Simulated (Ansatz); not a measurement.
## Ansatz (development build ahead of 0.2.0) run

```yaml
crystal:
  periodic: [false, false, false]
  atoms:
    - { symbol: Na, position_ang: [0.0, 0.0, -0.14516] }
    - { symbol: H, position_ang: [0.0, 0.0, 1.5968] }
basis:
  gaussian: { orbitals: def2-TZVP }
hamiltonian:
  xc: hf
correlation:
  method: mp2
  frozen_orbitals: { H: 0, Na: 1 }
```

The input is written out in the form of the current development build from the run's settings.

Results

```yaml
Converged: yes
Reference_energy: -162.38230 hartree
Correlation_energy: -0.18704 hartree
Total_energy: -162.56933 hartree
Spin_squared_of_the_determinant: 0.000
```
